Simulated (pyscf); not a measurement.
Thermochemistry of product channels of `[Cl][GeH]` [singlet] + `[GeH2]` [singlet] on the singlet surface, in kcal/mol, from CCSD(T)/def2-TZVPP + ΔMP2(QZVPP) energies (ideal gas, 1 atm, RRHO with modes under 100 cm⁻¹ raised to 100, one conformer, R ln 2 for rigid chiral ones). PySCF, gas phase, ωB97X-D3(BJ)/def2-SVP geometries. Correlated levels are frozen-core, on RHF or UHF. ΔMP2 is the change of the MP2 total energy from the triple- to the quadruple-zeta basis.

```csv
products,ΔE,ΔH(298 K),ΔG(298 K),ΔG(900 K)
`[Cl][Ge][GeH3]` [singlet],[?],-45.3,-35.1,-15.2
`[Cl][GeH2][GeH]` [singlet],[?],-35.0,-24.7,-4.7
`[Ge]=[GeH2]` [singlet] + `[ClH]`,[?],+2.8,+4.0,+5.9
`[Cl][GeH]=[GeH2]`,-40.0,-37.3,-26.6,-6.1
```

Question: What belongs in the gaps?

Answer: 
- `[Cl][Ge][GeH3]` [singlet], ΔE: -48.5
- `[Cl][GeH2][GeH]` [singlet], ΔE: -37.6
- `[Ge]=[GeH2]` [singlet] + `[ClH]`, ΔE: +0.9

The channel to Cl–GeH₂–GeH: [singlet] turns unfavourable between 298 and 1200 K (ΔG from -24.7 kcal/mol to +4.8 kcal/mol). The channel to Cl–GeH=GeH₂ turns unfavourable between 298 and 1200 K (ΔG from -26.6 kcal/mol to +3.6 kcal/mol).

These are energies of the channels, which say nothing of barriers. Cl–GeH=GeH₂ may be a fragile minimum: a first optimisation, from another start, lost the drawn bonds. The CCSD(T) − MP2 part came from Ansatz, without density fitting, on the same reference. The frozen core leaves the outer d or s,p core shells of the metals and heavy elements correlated in the MP2 and CC values, and def2-TZVPP describes them poorly, which can shift differences by a few kcal/mol. Elements up to Kr have no core potential and no relativistic terms here.
